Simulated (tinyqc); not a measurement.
Inside a calculation. Method: RKS/BP86 in the sto-3g basis, for LiH, spin multiplicity 1. Computed by tinyqc, a small Python program that keeps every step (integrals from PySCF). Settings: charge = 0, multiplicity = 1, basis = sto-3g, energy threshold = 1e-10, iteration cap = 57, orthogonalisation = symmetric, start = core, DIIS depth = 0, method = RKS, functional = b88,p86, grid = [20, 50]. Command: `OMP_NUM_THREADS=1 python tinyqc.py 21779 21780 out.jsonl` (the two numbers bound the seeds that draw the settings). One thread of a shared host (Intel(R) Xeon(R) Processor @ 2.60GHz), about 0.6 s of CPU time with the checks. Later iterations appear only in the table of the cycle.

## One-electron integrals

Geometry (angstrom):
```
atom         x         y         z
Li    0.000000  0.000000  0.000000
H     0.000000  0.000000  1.925000
```

Basis sto-3g: exponents (1/bohr^2) and contraction coefficients of normalised primitives:
```
element  l (shell)   exponent  coefficient
Li           s (1)  16.119575     0.154329
Li           s (1)   2.936201     0.535328
Li           s (1)   0.794651     0.444635
Li           s (2)   0.636290    -0.099967
Li           s (2)   0.147860     0.399513
Li           s (2)   0.048089     0.700115
Li           p (3)   0.636290     0.155916
Li           p (3)   0.147860     0.607684
Li           p (3)   0.048089     0.391957
H            s (1)   3.425251     0.154329
H            s (1)   0.623914     0.535328
H            s (1)   0.168855     0.444635
```

Overlap, kinetic and nuclear-attraction integrals over the contracted functions; the nuclear repulsion is the sum of Za Zb / Rab.

nuclear repulsion = 0.82469176 hartree

overlap S, lower triangle:
```
           1Li 1s    1Li 2s   1Li 2px   1Li 2py   1Li 2pz     2H 1s
1Li 1s   1.000000
1Li 2s   0.241137  1.000000
1Li 2px  0.000000  0.000000  1.000000
1Li 2py  0.000000  0.000000  0.000000  1.000000
1Li 2pz  0.000000  0.000000  0.000000  0.000000  1.000000
2H 1s    0.032766  0.316030  0.000000  0.000000  0.440539  1.000000
```

kinetic energy T (hartree), lower triangle:
```
            1Li 1s    1Li 2s   1Li 2px   1Li 2py   1Li 2pz     2H 1s
1Li 1s    3.576786
1Li 2s   -0.020237  0.102163
1Li 2px   0.000000  0.000000  0.319682
1Li 2py   0.000000  0.000000  0.000000  0.319682
1Li 2pz   0.000000  0.000000  0.000000  0.000000  0.319682
2H 1s    -0.010190  0.023055  0.000000  0.000000  0.082157  0.760032
```

nuclear attraction V (hartree), lower triangle:
```
            1Li 1s     1Li 2s    1Li 2px    1Li 2py    1Li 2pz      2H 1s
1Li 1s   -8.257779
1Li 2s   -1.030631  -1.463894
1Li 2px   0.000000   0.000000  -1.427245
1Li 2py   0.000000   0.000000   0.000000  -1.427245
1Li 2pz  -0.011127  -0.103326   0.000000   0.000000  -1.508434
2H 1s    -0.136775  -0.533970   0.000000   0.000000  -0.752856  -2.050849
```

core Hamiltonian H = T + V (hartree), lower triangle:
```
            1Li 1s     1Li 2s    1Li 2px    1Li 2py    1Li 2pz      2H 1s
1Li 1s   -4.680992
1Li 2s   -1.050868  -1.361731
1Li 2px   0.000000   0.000000  -1.107564
1Li 2py   0.000000   0.000000   0.000000  -1.107564
1Li 2pz  -0.011127  -0.103326   0.000000   0.000000  -1.188752
2H 1s    -0.146965  -0.510914   0.000000   0.000000  -0.670699  -1.290817
```

## Two-electron integrals

Functions are numbered as in S; the eight-fold symmetry (ij|kl) = (ji|kl) = (kl|ij) leaves the list below.

Two-electron integrals (ij|kl) in chemists' order, unique and non-zero (hartree):
```
(11|11) 1.680395   (21|11) 0.265420   (21|21) 0.049941   (22|11) 0.397727
(22|21) 0.092860   (22|22) 0.290562   (31|31) 0.008981   (32|31) 0.013788
(32|32) 0.064184   (33|11) 0.396640   (33|21) 0.092880   (33|22) 0.290497
(33|33) 0.312946   (41|41) 0.008981   (42|41) 0.013788   (42|42) 0.064184
(43|43) 0.016869   (44|11) 0.396640   (44|21) 0.092880   (44|22) 0.290497
(44|33) 0.279207   (44|44) 0.312946   (51|51) 0.008981   (52|51) 0.013788
(52|52) 0.064184   (53|53) 0.016869   (54|54) 0.016869   (55|11) 0.396640
(55|21) 0.092880   (55|22) 0.290497   (55|33) 0.279207   (55|44) 0.279207
(55|55) 0.312946   (61|11) 0.034714   (61|21) 0.006580   (61|22) 0.012521
(61|33) 0.012375   (61|44) 0.012375   (61|51) 0.000809   (61|52) 0.001578
(61|55) 0.012819   (61|61) 0.000953   (62|11) 0.105548   (62|21) 0.025055
(62|22) 0.086074   (62|33) 0.081290   (62|44) 0.081290   (62|51) 0.003975
(62|52) 0.026565   (62|55) 0.095562   (62|61) 0.003977   (62|62) 0.046177
(63|31) 0.001734   (63|32) 0.008728   (63|53) 0.003811   (63|63) 0.002827
(64|41) 0.001734   (64|42) 0.008728   (64|54) 0.003811   (64|64) 0.002827
(65|11) 0.138234   (65|21) 0.033084   (65|22) 0.117363   (65|33) 0.109294
(65|44) 0.109294   (65|51) 0.006127   (65|52) 0.040855   (65|55) 0.133384
(65|61) 0.005406   (65|62) 0.068197   (65|65) 0.101652   (66|11) 0.274656
(66|21) 0.066142   (66|22) 0.251124   (66|33) 0.229256   (66|44) 0.229256
(66|51) 0.010931   (66|52) 0.093558   (66|55) 0.294731   (66|61) 0.010758
(66|62) 0.172967   (66|65) 0.263818   (66|66) 0.774606
```

## Orthogonalisation

S = U s U^T; symmetric (Loewdin) form X = U s^(-1/2) U^T, so that X^T S X = 1.

eigenvalues of S: 0.445509  0.802338  1.000000  1.000000  1.179935  1.572217

X, lower triangle:
```
            1Li 1s     1Li 2s   1Li 2px   1Li 2py    1Li 2pz     2H 1s
1Li 1s    1.023422
1Li 2s   -0.130444   1.073279
1Li 2px   0.000000   0.000000  1.000000
1Li 2py   0.000000   0.000000  0.000000  1.000000
1Li 2pz  -0.007162   0.068757  0.000000  0.000000   1.093621
2H 1s     0.017284  -0.200210  0.000000  0.000000  -0.273624  1.142412
```

## Starting guess

The start is the orbitals of the core Hamiltonian; D = 2 C_occ C_occ^T.

D at the start, lower triangle:
```
            1Li 1s    1Li 2s   1Li 2px   1Li 2py   1Li 2pz     2H 1s
1Li 1s    2.046906
1Li 2s   -0.143547  0.356142
1Li 2px   0.000000  0.000000  0.000000
1Li 2py   0.000000  0.000000  0.000000  0.000000
1Li 2pz  -0.091030  0.351113  0.000000  0.000000  0.347436
2H 1s    -0.112514  0.469004  0.000000  0.000000  0.464323  0.620575
```

## Iteration 1: exchange-correlation on the grid

Becke grid with 20 radial and 50 angular points per atom, points of zero weight dropped. rho = sum D_ij phi_i phi_j; V_xc,ij = sum w v_xc phi_i phi_j plus the gradient terms; v_xc is d(rho eps)/d rho at fixed gradient.

The 12 grid points with the largest w rho, of 1989 (bohr, atomic units):
```
x                  y         z         w       rho  |grad rho|^2     eps_xc       v_xc
0.834575    0.834575  2.503725  0.818209  0.028007      0.001302  -0.277228  -0.341252
0.834575   -0.834575  2.503725  0.818209  0.028007      0.001302  -0.277228  -0.341252
-0.834575  -0.834575  2.503725  0.818209  0.028007      0.001302  -0.277228  -0.341252
-0.834575   0.834575  2.503725  0.818209  0.028007      0.001302  -0.277228  -0.341252
0.630205    0.630205  1.890614  0.633675  0.026580      0.000529  -0.268658  -0.340060
0.630205   -0.630205  1.890614  0.633675  0.026580      0.000529  -0.268658  -0.340060
-0.630205  -0.630205  1.890614  0.633675  0.026580      0.000529  -0.268658  -0.340060
-0.630205   0.630205  1.890614  0.633675  0.026580      0.000529  -0.268658  -0.340060
0.000000    0.000000  2.090152  0.356084  0.043186      0.001094  -0.309382  -0.396378
1.957252    0.000000  1.957252  1.504461  0.009838      0.000120  -0.204161  -0.247375
0.000000    1.957252  1.957252  1.504461  0.009838      0.000120  -0.204161  -0.247375
0.000000   -1.957252  1.957252  1.504461  0.009838      0.000120  -0.204161  -0.247375
```

electrons on the grid, sum of w rho = 4.001965

E_xc = sum of w rho eps_xc = -2.26004531 hartree

V_xc (hartree), lower triangle:
```
            1Li 1s     1Li 2s    1Li 2px    1Li 2py    1Li 2pz      2H 1s
1Li 1s   -1.096678
1Li 2s   -0.138613  -0.158556
1Li 2px   0.000000   0.000000  -0.141517
1Li 2py   0.000000   0.000000   0.000000  -0.141517
1Li 2pz  -0.005459  -0.072136   0.000000   0.000000  -0.187855
2H 1s    -0.019194  -0.102605   0.000000   0.000000  -0.153080  -0.441061
```

## Iteration 1: building the Kohn-Sham matrix

J_ij = sum D_kl (ij|kl); F = H + J + V_xc; E = tr D H + tr D J / 2 + E_xc + E_nn.

Coulomb J (hartree), lower triangle:
```
           1Li 1s    1Li 2s   1Li 2px   1Li 2py   1Li 2pz     2H 1s
1Li 1s   4.032874
1Li 2s   0.688085  1.334611
1Li 2px  0.000000  0.000000  1.302916
1Li 2py  0.000000  0.000000  0.000000  1.302916
1Li 2pz  0.024067  0.163125  0.000000  0.000000  1.390928
2H 1s    0.094252  0.503731  0.000000  0.000000  0.710039  1.684270
```

Kohn-Sham matrix F (hartree), lower triangle:
```
            1Li 1s     1Li 2s   1Li 2px   1Li 2py    1Li 2pz      2H 1s
1Li 1s   -1.744796
1Li 2s   -0.501396  -0.185675
1Li 2px   0.000000   0.000000  0.053835
1Li 2py   0.000000   0.000000  0.000000  0.053835
1Li 2pz   0.007482  -0.012337  0.000000  0.000000   0.014321
2H 1s    -0.071907  -0.109788  0.000000  0.000000  -0.113740  -0.047607
```

total energy of this density = -7.91279028 hartree

## Iteration 1: diagonalisation and new density

Diagonalise F' = X^T F X, C = X C', fill 2 alpha and 2 beta electrons from the bottom; D = 2 C_occ C_occ^T. Each column has its largest component positive (the first on a tie).

F' = X^T F X (hartree), lower triangle:
```
           1          2         3         4          5         6
1  -1.698940
2  -0.289759  -0.060416
3   0.000000   0.000000  0.053835
4   0.000000   0.000000  0.000000  0.053835
5   0.002680   0.034005  0.000000  0.000000   0.083038
6  -0.001196  -0.107091  0.000000  0.000000  -0.149185  0.051514
```

orbital energies (hartree): MO1 -1.748905, MO2 -0.120602, MO3 -0.008307, MO4 0.053835, MO5 0.053835, MO6 0.253010

coefficients C:
```
               MO1        MO2        MO3       MO4        MO5        MO6
1Li 1s    0.986541  -0.163654  -0.228091  0.000000   0.000000   0.112635
1Li 2s    0.051398   0.483617   0.816690  0.000000   0.000000  -0.556997
1Li 2px   0.000000   0.000000   0.000000  0.074389   0.997229   0.000000
1Li 2py   0.000000   0.000000   0.000000  0.997229  -0.074389   0.000000
1Li 2pz  -0.002332   0.316068  -0.566808  0.000000   0.000000  -0.924381
2H 1s    -0.004013   0.584955  -0.223542  0.000000   0.000000   1.014002
```

D after iteration 1, lower triangle:
```
            1Li 1s    1Li 2s   1Li 2px   1Li 2py   1Li 2pz     2H 1s
1Li 1s    2.000092
1Li 2s   -0.056878  0.473054
1Li 2px   0.000000  0.000000  0.000000
1Li 2py   0.000000  0.000000  0.000000  0.000000
1Li 2pz  -0.108052  0.305472  0.000000  0.000000  0.199809
2H 1s    -0.199379  0.565375  0.000000  0.000000  0.369790  0.684377
```

Within a degenerate level the vectors are fixed only up to a rotation; this is one choice.

## Iteration 2: exchange-correlation on the grid

As before.

The 12 grid points with the largest w rho, of 1989 (bohr, atomic units):
```
x                  y         z         w       rho  |grad rho|^2     eps_xc       v_xc
-0.834575  -0.834575  2.503725  0.818209  0.026863      0.001313  -0.274683  -0.336101
-0.834575   0.834575  2.503725  0.818209  0.026863      0.001313  -0.274683  -0.336101
0.834575    0.834575  2.503725  0.818209  0.026863      0.001313  -0.274683  -0.336101
0.834575   -0.834575  2.503725  0.818209  0.026863      0.001313  -0.274683  -0.336101
0.630205   -0.630205  1.890614  0.633675  0.024367      0.000482  -0.262210  -0.330654
0.630205    0.630205  1.890614  0.633675  0.024367      0.000482  -0.262210  -0.330654
-0.630205  -0.630205  1.890614  0.633675  0.024367      0.000482  -0.262210  -0.330654
-0.630205   0.630205  1.890614  0.633675  0.024367      0.000482  -0.262210  -0.330654
0.000000    0.000000  2.090152  0.356084  0.040366      0.001304  -0.304200  -0.386999
1.957252    0.000000  1.957252  1.504461  0.009155      0.000101  -0.199924  -0.241993
0.000000    1.957252  1.957252  1.504461  0.009155      0.000101  -0.199924  -0.241993
0.000000   -1.957252  1.957252  1.504461  0.009155      0.000101  -0.199924  -0.241993
```

electrons on the grid, sum of w rho = 4.002064

E_xc = sum of w rho eps_xc = -2.23385207 hartree

V_xc (hartree), lower triangle:
```
            1Li 1s     1Li 2s    1Li 2px    1Li 2py    1Li 2pz      2H 1s
1Li 1s   -1.092329
1Li 2s   -0.139230  -0.164683
1Li 2px   0.000000   0.000000  -0.155062
1Li 2py   0.000000   0.000000   0.000000  -0.155062
1Li 2pz  -0.004409  -0.071151   0.000000   0.000000  -0.178759
2H 1s    -0.019078  -0.102454   0.000000   0.000000  -0.152585  -0.444758
```

## Iteration 2: building the Kohn-Sham matrix

As before.

Coulomb J (hartree), lower triangle:
```
           1Li 1s    1Li 2s   1Li 2px   1Li 2py   1Li 2pz     2H 1s
1Li 1s   3.993861
1Li 2s   0.683112  1.331421
1Li 2px  0.000000  0.000000  1.300673
1Li 2py  0.000000  0.000000  0.000000  1.300673
1Li 2pz  0.022668  0.159888  0.000000  0.000000  1.386001
2H 1s    0.093433  0.502879  0.000000  0.000000  0.709213  1.690826
```

Kohn-Sham matrix F (hartree), lower triangle:
```
            1Li 1s     1Li 2s   1Li 2px   1Li 2py    1Li 2pz      2H 1s
1Li 1s   -1.779460
1Li 2s   -0.506986  -0.194993
1Li 2px   0.000000   0.000000  0.038047
1Li 2py   0.000000   0.000000  0.000000  0.038047
1Li 2pz   0.007132  -0.014589  0.000000  0.000000   0.018489
2H 1s    -0.072610  -0.110489  0.000000  0.000000  -0.114072  -0.044749
```

total energy of this density = -7.93151066 hartree

## Iteration 2: diagonalisation and new density

As before.

F' = X^T F X (hartree), lower triangle:
```
           1          2         3         4          5         6
1  -1.733933
2  -0.289947  -0.070092
3   0.000000   0.000000  0.038047
4   0.000000   0.000000  0.000000  0.038047
5   0.002668   0.031513  0.000000  0.000000   0.088086
6  -0.001527  -0.106138  0.000000  0.000000  -0.151204  0.055469
```

orbital energies (hartree): MO1 -1.783236, MO2 -0.122718, MO3 -0.010585, MO4 0.038047, MO5 0.038047, MO6 0.256068

coefficients C:
```
               MO1        MO2        MO3       MO4        MO5        MO6
1Li 1s    0.987242  -0.173243  -0.221349  0.000000   0.000000   0.105373
1Li 2s    0.048948   0.524862   0.807071  0.000000   0.000000  -0.533399
1Li 2px   0.000000   0.000000   0.000000  0.096610   0.995322   0.000000
1Li 2py   0.000000   0.000000   0.000000  0.995322  -0.096610   0.000000
1Li 2pz  -0.002055   0.302186  -0.559619  0.000000   0.000000  -0.933360
2H 1s    -0.003909   0.562880  -0.270760  0.000000   0.000000   1.014987
```

D after iteration 2, lower triangle:
```
            1Li 1s    1Li 2s   1Li 2px   1Li 2py   1Li 2pz     2H 1s
1Li 1s    2.009318
1Li 2s   -0.085210  0.555753
1Li 2px   0.000000  0.000000  0.000000
1Li 2py   0.000000  0.000000  0.000000  0.000000
1Li 2pz  -0.108760  0.317011  0.000000  0.000000  0.182642
2H 1s    -0.202748  0.590486  0.000000  0.000000  0.340205  0.633699
```

Within a degenerate level the vectors are fixed only up to a rotation; this is one choice.

## Convergence

Stop when the energy changes by less than 1e-10 hartree and every element of the error matrix X^T (F D S - S D F) X is below 3e-06.

Course of the cycle:
```
iteration  E (hartree)     change  largest element of the error matrix
1          -7.91279028          -                             1.95e-01
2          -7.93151066  -1.87e-02                             1.07e-02
3          -7.93147369   3.70e-05                             1.73e-02
4          -7.93115861   3.15e-04                             2.36e-02
5          -7.93044091   7.18e-04                             3.51e-02
6          -7.92922833   1.21e-03                             4.63e-02
7          -7.92615192   3.08e-03                             7.20e-02
8          -7.92187117   4.28e-03                             8.82e-02
9          -7.90795417   1.39e-02                             1.49e-01
10         -7.89614663   1.18e-02                             1.55e-01
11         -7.82749034   6.87e-02                             2.91e-01
12         -7.82753791  -4.76e-05                             2.50e-01
13         -7.57987799   2.48e-01                             3.24e-01
14         -7.75349924  -1.74e-01                             3.17e-01
...                ...        ...                                  ...
44         -7.74245168  -3.19e-01                             3.23e-01
45         -7.42304992   3.19e-01                             2.39e-01
46         -7.74245168  -3.19e-01                             3.23e-01
47         -7.42304992   3.19e-01                             2.39e-01
48         -7.74245168  -3.19e-01                             3.23e-01
49         -7.42304992   3.19e-01                             2.39e-01
50         -7.74245168  -3.19e-01                             3.23e-01
51         -7.42304992   3.19e-01                             2.39e-01
52         -7.74245168  -3.19e-01                             3.23e-01
53         -7.42304992   3.19e-01                             2.39e-01
54         -7.74245168  -3.19e-01                             3.23e-01
55         -7.42304992   3.19e-01                             2.39e-01
56         -7.74245168  -3.19e-01                             3.23e-01
57         -7.42304992   3.19e-01                             2.39e-01
```

PySCF RKS in the same basis, fine grid = -7.93104057 hartree

Not converged within the cap of 57 iterations: the residual has stopped falling: the iteration swings between two states. Reruns (cap 100 unless said): DIIS 8: converged in 7; damping 0.5: converged in 29; level shift 0.5: converged in 41; atomic densities as start, DIIS 8: converged in 8; the original settings with a cap of 400: not converged.
